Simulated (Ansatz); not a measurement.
# C3H4O2, SMILES O=CC1CO1: harmonic frequencies at the relaxed geometry

Program: Ansatz's Python interface.

The cells in order, each with its output:

```python
import ansatz as az
from ase import Atoms
import numpy as np

atoms = Atoms(["O", "C", "C", "C", "O", "H", "H", "H", "H"], positions=[
    (-0.761, 1.8178, 0.9634),
    (-0.2003, 1.3474, 0.0226),
    (0.456, 0.0594, 0.1801),
    (-0.148, -1.2154, -0.1404),
    (0.7419, -0.6568, -1.0486),
    (-0.1228, 1.8437, -0.9687),
    (1.2814, 0.0314, 0.9624),
    (0.1035, -2.1052, 0.3923),
    (-1.2622, -1.1688, -0.3802),
])
molecule = az.Crystal.molecule_from_ase(atoms)

setup = (
    molecule.calculation()
    .basis(gaussian="cc-pVDZ")
    .functional("cam_b3lyp")
)
symbols = [site.symbol for site in molecule.cartesian_sites]
start = np.array([site.position_ang for site in molecule.cartesian_sites], dtype=float)
def progress(event):
    if event["event"] == "relax_step":
        row = event["data"]
        print(f"step {row['step']:3d}  E = {row['lagrangian_ev']:.6f} eV  max force {row['allowed_force_max_ev_ang']:.4f} eV/A")
```

```python
report = setup.relax(force_tolerance=0.003, max_steps=100).session().plan().execute(on_event=progress).report
end = np.array(report["positions_ang"])
```

    step   1  E = -7265.179047 eV  max force 3.2067 eV/A
    step   2  E = -7265.389170 eV  max force 1.5107 eV/A
    step   3  E = -7265.418071 eV  max force 1.3276 eV/A
    step   4  E = -7265.509183 eV  max force 0.6408 eV/A
    step   5  E = -7265.534384 eV  max force 0.1528 eV/A
    step   6  E = -7265.543873 eV  max force 0.0995 eV/A
    step   7  E = -7265.540657 eV  max force 0.7534 eV/A
    step   8  E = -7265.550366 eV  max force 0.1428 eV/A
    step   9  E = -7265.552454 eV  max force 0.0244 eV/A
    step  10  E = -7265.552595 eV  max force 0.0227 eV/A
    step  11  E = -7265.552639 eV  max force 0.0062 eV/A
    step  12  E = -7265.552633 eV  max force 0.0094 eV/A
    step  13  E = -7265.552643 eV  max force 0.0144 eV/A
    step  14  E = -7265.552646 eV  max force 0.0020 eV/A

```python
print("bond        before    after (A)")
for i, j in [(0, 1), (1, 2), (1, 5), (2, 3), (2, 4), (2, 6), (3, 4), (3, 7), (3, 8)]:
    d0, d1 = (np.linalg.norm(xyz[i] - xyz[j]) for xyz in (start, end))
    print(f"{symbols[i]}{i}-{symbols[j]}{j}".ljust(10), f"{d0:8.4f} {d1:8.4f}")

minimum = az.Crystal.molecule()
for symbol, xyz in zip(symbols, end):
    minimum = minimum.atom(symbol, xyz.tolist())
vibrating = (
    minimum.calculation()
    .basis(gaussian="cc-pVDZ")
    .functional("cam_b3lyp")
    .phonons(temperatures=(200, 600, 100))
)
vib = vibrating.run(threads=1).report["vibrations"]
sums = vib["harmonic_sums"]
modes = [m["omega_inv_cm"] for m in sums["modes_at_gamma"] if m["rigid_motion"] == "no"]
for number, w in enumerate(modes, start=1):
    print(f"mode {number:2d} {w:9.1f} 1/cm {w / 8065.544 * 1000:8.2f} meV")
print("imaginary modes:", sum(w < 0 for w in modes), " zero-point energy:", round(sums["zero_point_energy_ev"], 4), "eV")
print("T (K)   F_vib (eV)   S_vib (meV/K)   C_vib (meV/K)")
for row in zip(sums["temperatures_k"], sums["vibrational_free_energy_ev"], vib["entropy_ev_per_k"], vib["heat_capacity_ev_per_k"]):
    print(f"{row[0]:6.1f} {row[1]:11.4f} {1000 * row[2]:13.4f} {1000 * row[3]:15.4f}")
```

    bond        before    after (A)
    O0-C1        1.1920   1.2028
    C1-C2        1.4541   1.4910
    C1-H5        1.1113   1.1197
    C2-C3        1.4466   1.4753
    C2-O4        1.4506   1.4245
    C2-H6        1.1376   1.0948
    C3-O4        1.3888   1.4121
    C3-H7        1.0671   1.0949
    C3-H8        1.1407   1.0961
    mode  1     132.6 1/cm    16.44 meV
    mode  2     304.3 1/cm    37.73 meV
    mode  3     350.9 1/cm    43.50 meV
    mode  4     515.2 1/cm    63.88 meV
    mode  5     869.0 1/cm   107.74 meV
    mode  6     891.0 1/cm   110.47 meV
    mode  7     932.1 1/cm   115.57 meV
    mode  8    1021.6 1/cm   126.66 meV
    mode  9    1095.2 1/cm   135.78 meV
    mode 10    1149.5 1/cm   142.52 meV
    mode 11    1154.6 1/cm   143.15 meV
    mode 12    1175.1 1/cm   145.69 meV
    mode 13    1251.5 1/cm   155.17 meV
    mode 14    1350.4 1/cm   167.43 meV
    mode 15    1431.8 1/cm   177.52 meV
    mode 16    1518.9 1/cm   188.31 meV
    mode 17    1870.0 1/cm   231.85 meV
    mode 18    2922.9 1/cm   362.40 meV
    mode 19    3106.4 1/cm   385.15 meV
    mode 20    3170.5 1/cm   393.10 meV
    mode 21    3206.3 1/cm   397.53 meV
    imaginary modes: 0  zero-point energy: 1.8238 eV
    T (K)   F_vib (eV)   S_vib (meV/K)   C_vib (meV/K)
     200.0      1.8114        0.1684          0.2494
     300.0      1.7880        0.3014          0.4246
     400.0      1.7506        0.4498          0.6146
     500.0      1.6978        0.6057          0.7849
     600.0      1.6294        0.7618          0.9268

Total energies depend on the basis set; only differences at equal settings carry meaning. The frequencies are harmonic and unscaled, in a modest basis. The result belongs to the one conformer reached from this start, and soft torsions count as harmonic oscillators. Run time: 2.7 min on 1 thread of Intel(R) Xeon(R) Platinum 8488C (Sapphire Rapids), with other jobs on the host, peak memory 0.28 GiB.

(Lines on the test bed's own set-up are left out of the output.)
